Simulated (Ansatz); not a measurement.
The first iterations of a band of CH9BSi (12 atoms, charge 0, multiplicity 1).

Theory: RKS PBE0-D4/6-31G* in Ansatz 0.2.0.

```
movable images  : 5
climbing image  : yes
spring          : 5.0 eV/Å²
optimiser       : quadratic models (default)
start path      : through a guess of the saddle point
force threshold : 0.03 eV/Å
iteration limit : 60
end points      : relaxed
```

Image 0:

```xyz
12
Properties=species:S:1:pos:R:3
B -0.405 -0.304 0.666
C 0.216 0.495 1.902
H -0.553 0.851 2.597
H 0.945 -0.084 2.483
H 0.741 1.382 1.528
H 0.436 -0.808 -0.081
H -1.263 0.170 -0.033
Si -0.204 -2.494 0.666
H -0.384 -2.877 -0.754
H 1.176 -2.633 1.189
H -1.056 -3.419 1.479
H -1.145 -1.274 1.170
```

Image 6:

```xyz
12
Properties=species:S:1:pos:R:3
B -0.300 -0.789 -0.079
C 0.145 0.581 2.324
H -0.691 0.738 3.009
H 1.092 0.550 2.868
H 0.170 1.372 1.572
H 0.700 -0.266 -0.483
H -1.322 -0.168 -0.152
Si -0.314 -2.746 0.415
H -0.562 -3.499 -0.857
H 0.979 -3.239 0.976
H -1.400 -3.121 1.370
H 0.006 -0.408 1.849
```

| iteration | highest image above the first end (eV) | largest band force component (eV/Å) |
| --- | --- | --- |
| 1 | 6.660 | 6.136 |
| 2 | 3.909 | 2.527 |
| 3 | 2.578 | 2.459 |
| 4 | 1.799 | 3.238 |
| 5 | 1.392 | 1.746 |
| 6 | 1.144 | 1.391 |
| 7 | 0.951 | 1.437 |

Does the band converge within its limit, and where does its top end?

The run converged. It ended after 21 iterations with the highest image 0.805 eV above the first end. A vibrational analysis at the climbing image gives one clearly imaginary mode, 911i cm⁻¹: a first-order saddle point. The orbitals stay closed-shell, which can raise the energy where a bond breaks towards radicals; this wasn't checked here.

Time of the run: 3.7 min on 1 thread of AMD EPYC 7B13 (Zen 3), on a shared host, peak memory 0.15 GiB.
